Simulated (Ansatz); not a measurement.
## Mixing energy, order and entropy in CoIr$_{6}$Pt$_{9}$

All numbers below come from Ansatz, DFT PBEsol, scalar-relativistic, plane waves, PAW.

Plane waves to 420 eV, a k mesh through Γ of 6×6×6 on the computed 16-atom cell and Gaussian smearing (0.10 eV); collinear spin from starting moments 1.88 0 0 0 0.12 0 0 0 0 0 0 0 0 0 0 0 μB.

Cells of 16 atoms on a fcc lattice, 9 Pt, 1 Co, 6 Ir, each occupation relaxed without symmetry on a coarser mesh and computed once more. α is the first-shell Warren–Cowley parameter of unlike pairs (negative: unlike neighbours in excess, 0: random), given as its mean and root mean square over the pairs, since a mean near 0 can hide order that cancels. ΔH counts from the elements in their standard crystals.

```
cell mean α  rms α  ΔH (meV/atom) V (Å³/atom) rms shift from sites (Å)
   1   -0.05   0.07             44        14.41                      0.04
   2   -0.14   0.23             74        14.42                      0.04
```

Q: Weigh the mixing energy against the ideal entropy.

A: Ideal mixing gives S = −k_B Σ x ln x = 0.865 k_B per atom (7.2 J/(mol K)), worth 75 meV/atom at 1000 K. The cell nearest to random, 1, has ΔH = 44 meV/atom. Against the pure elements it breaks even at T = ΔH/S = 590 K; above that the solution beats the pure elements, but parting into two partly mixed solutions pays up to a higher temperature (2ΔH/k_B, 1.4 times as high, for a regular binary solution at equal shares), and compounds may beat both. ΔH includes the cost of putting the elements on this lattice where they prefer another, and what the coarser relaxation leaves, which can only raise it; vibrational entropy is left out. An error of 8 meV/atom in ΔH, as mesh and relaxation can leave, moves such a temperature by 110 K, and the spread of these cells, 30 meV/atom, by 410 K.

The final mesh leaves forces up to 0.10 eV/Å and stresses up to 0.3 GPa.

Spin-orbit coupling is left out, which matters for the bands of heavy elements.

Cost: 4 runs of about 2.2 core-hours in all (earlier runs that led there not counted), on AMD EPYC 7R43 (Zen 3) (shared hosts).